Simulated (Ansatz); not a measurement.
Input file:

```yaml
crystal:
  periodic: [false, false, false]
  atoms:
    - {symbol: B, position_ang: [0.000000, 0.000000, 1.484785]}
    - {symbol: Al, position_ang: [0.000000, 0.000000, -0.755666]}
    - {symbol: H, position_ang: [0.000000, 1.004980, 2.151421]}
    - {symbol: H, position_ang: [0.000000, -1.004980, 2.151421]}
basis:
  gaussian: {orbitals: 6-31G}
magnetization: {spin_polarized: false}
correlation: {method: ccsdt, electrons: outside_noble_gas, diis_vectors: 4}
accuracy: high
output: {forces: true}
```

```sh
$ ansatz run in.yaml --threads 1 --pin off --events-out ev --progress --plain --max-ram 2393MiB
```

The program prints:

```
599 factors; integrals over basis functions are off by at most 2.8e-9 eV
mean field evaluation 1: about -7282.5236 eV, gradient 9.1e0 eV
mean field evaluation 2: about -7282.5214 eV, gradient 9.0e0 eV
mean field evaluation 4: about -7283.0587 eV, gradient 5.7e-1 eV
mean field evaluation 8: about -7283.0606 eV, gradient 4.6e-4 eV
mean field evaluation 16: about -7283.0647 eV, gradient 1.2e-1 eV
mean field evaluation 32: about -7279.5194 eV, gradient 1.1e0 eV
mean field -7283.06056141 eV, -267.6475389961 hartree, gradient 3.9e-8 eV, S^2 0.000000; 0 other end points of the search recorded, 0 dependent functions left out; unrestricted orbitals would lower it
6 core orbitals not correlated: weight in the atoms' cores, before any rotation towards them, 1.000 or more for the frozen orbitals, at most 0.000 for the correlated occupied ones
reference -7283.06056141 eV, -267.6475389961 hartree; 4, 4 occupied and 16, 16 virtual orbitals, 599 factors
second order -2.06268067 eV of doubles, -0.00000000 eV of singles
cycle   1  -2.56574870 eV  change   -5.0e-1 eV  update   7.6e-2
cycle   2  -2.89377801 eV  change   -3.3e-1 eV  update   3.6e-2
cycle   3  -2.90237290 eV  change   -8.6e-3 eV  update   9.7e-3
cycle   4  -2.90233077 eV  change    4.2e-5 eV  update   5.4e-3
...
cycle  29  -2.90543786 eV  change    2.5e-8 eV  update   4.0e-8
cycle  30  -2.90543786 eV  change   -3.7e-9 eV  update   2.5e-8
cycle  31  -2.90543789 eV  change   -2.6e-8 eV  update   9.3e-8
cycle  32  -2.90543790 eV  change   -1.0e-8 eV  update   4.1e-8
cycle  33  -2.90543789 eV  change    6.0e-9 eV  update   1.7e-8
cycle  34  -2.90543789 eV  change    3.2e-9 eV  update   8.3e-9
cycle  35  -2.90543789 eV  change    2.0e-9 eV  update   5.0e-9
cycle  36  -2.90543789 eV  change  -2.5e-10 eV  update   2.6e-9
cycle  37  -2.90543789 eV  change  -3.6e-10 eV  update   1.2e-9
cycle  38  -2.90543789 eV  change  -1.0e-10 eV  update  5.0e-10
the calculation of the forces begins
Total energy: -7285.96599930 eV, -267.7543118691 hartree
Atom 0 at     0.000000     0.000000     1.484785 Å, force    -0.000000    -0.000000     0.167741 eV/Å
Atom 1 at     0.000000     0.000000    -0.755666 Å, force     0.000000    -0.000000    -0.371549 eV/Å
Atom 2 at     0.000000     1.004980     2.151421 Å, force     0.000000     0.258119     0.101904 eV/Å
Atom 3 at     0.000000    -1.004980     2.151421 Å, force     0.000000    -0.258119     0.101904 eV/Å
Dipole moment:    -0.000000     0.000000     0.087666 e Å
```

Forces (eV/Å):
```
B    0.000  0.000  0.168
Al   0.000  0.000 -0.372
H    0.000  0.258  0.102
H    0.000 -0.258  0.102
```

Ran on 1 thread of Intel Xeon Platinum 8375C, shared host: 2.1 s wall, 0.11 GiB peak host memory.
